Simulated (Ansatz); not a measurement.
Two structures of MgH$_{3}$ClO, singlet, reached by relaxing down either side of one saddle point (PBE0-D4/def2-TZVP). Energies are electronic, without zero-point energy. Computed with Ansatz 0.2.0 (basis: def2-TZVPP and def2-QZVPP); correlated methods freeze the cores. The outer core shell of Li, Na, Mg and K is correlated. The def2 sets are not built for correlating such inner shells, so the correlated values are less sure here. Extrapolation: Hartree–Fock as exp(−7.88 √X), correlation as X^−2.97. First:

Mg1  (-0.546, -0.265, -0.410)
O2  (-0.065, -0.862, 1.196)
Cl3  (-1.319, 0.287, -2.378)
H4  (1.150, 1.005, 0.193)
H5  (1.029, 1.334, -0.478)
H6  (-0.249, -1.498, 1.877)
(Å)

Second:

| atom | x (Å) | y (Å) | z (Å) |
| --- | --- | --- | --- |
| Mg1 | 0.0911 | 0.6556 | -0.8740 |
| O2 | 0.1529 | -0.4307 | 0.8789 |
| Cl3 | -1.6467 | -0.5485 | -1.6127 |
| H4 | 0.6647 | -0.4451 | 1.6905 |
| H5 | 1.2706 | 1.8774 | -0.9880 |
| H6 | -0.5326 | -1.1088 | 0.9053 |

Which bonds change from the first to the second?

MgHClO ([OH][Mg][Cl]) + H₂ → MgHCl ([MgH][Cl]) + H₂O (still joined by a long Mg–O bond); bonds formed: Mg1–H5, O2–H4; bonds broken: H4–H5; bonds weakened to dative contacts: Mg1–O2.

Give the saddle point's structure and its height above each. (Judge from chemistry; the value comes from the calculation.)

By the calculation: 18.90 kcal/mol above the first and 12.91 kcal/mol above the second (CCSD(T) at an estimated basis limit (MP2 extrapolated from triple and quadruple zeta, plus CCSD(T) − MP2 in triple zeta)).
Mg1  (-0.370, 0.141, -0.776)
O2  (0.109, -0.595, 0.909)
Cl3  (-1.688, 0.036, -2.517)
H4  (0.818, 0.349, 0.672)
H5  (1.067, 1.104, -0.046)
H6  (0.064, -1.035, 1.757)
(Å)

The T1 diagnostic stays at or below 0.011.

Labels in which every atom is bracketed show which atoms are joined, not bond orders.

For scale, one of the runs: CCSD(T)/def2-TZVPP, 147 basis functions, launched by `ansatz run in.yaml --threads 2 --pin off --events-out ev --progress --plain --max-ram 4352MiB`. Time: 25 s of wall clock on 2 CPU threads of an Arm Neoverse V1; the host was shared. Peak host memory: 1 GiB.
